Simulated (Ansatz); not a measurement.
# AlS (sextet): from Hartree-Fock to the top rungs, def2-QZVPP

An exercise on one series of results from a longer session: the logs are not shown, and one member is left open.

The runs use Ansatz 0.2.0, Gaussian basis; def2-QZVPP, core rule «outside noble gas», up to 10 orbitals frozen.

Plan: UHF; ROHF; CCSD(T) on UHF.

**The system**

The geometry is a PBE0/def2-TZVP stationary point (not a proven minimum) of the parent state, kept for this charge and spin.

2 atoms, charge 0, spin multiplicity 6.

Atoms are counted from 1 here; the program's logs count them from 0.

Bond lengths: Al1–S2 2.241 Å.

The first run:

Contents of in.yaml:

```yaml
crystal:
  periodic: [false, false, false]
  atoms:
    - {symbol: Al, position_ang: [0.000000, 0.000000, 0.000000]}
    - {symbol: S, position_ang: [0.000000, 0.000000, 2.240800]}
basis:
  gaussian: {orbitals: "def2-QZVPP.json"}
magnetization: {spin_polarized: true, initial_magnetization: 5}
hamiltonian: {xc: hf}
output: {orbitals: {seedname: orbitals}}
```

Launch:

```sh
$ ansatz run in.yaml --threads 1 --pin off --events-out ev --progress --plain --max-ram 2393MiB
```

Steps of the session up to this table: UHF; ROHF; CCSD(T) on UHF.

One of the session's tables, all rows but one given; the rest of the session is left out.

It belongs to the step «Misses and costs». 

| method | from UCCSD(T) (kJ/mol) |
| --- | --- |
| ROHF | +510.7 |
| UHF | ? |
| UMP2 | +93.4 |
| UCCSD | +20.8 |
| UCCSD(T) | 0 |

Q: Estimate the row for UHF from the others.

As computed: from UCCSD(T) (kJ/mol): +493.0. In the column «from UCCSD(T) (kJ/mol)» it lies between UMP2 (+93.4) and ROHF (+510.7).
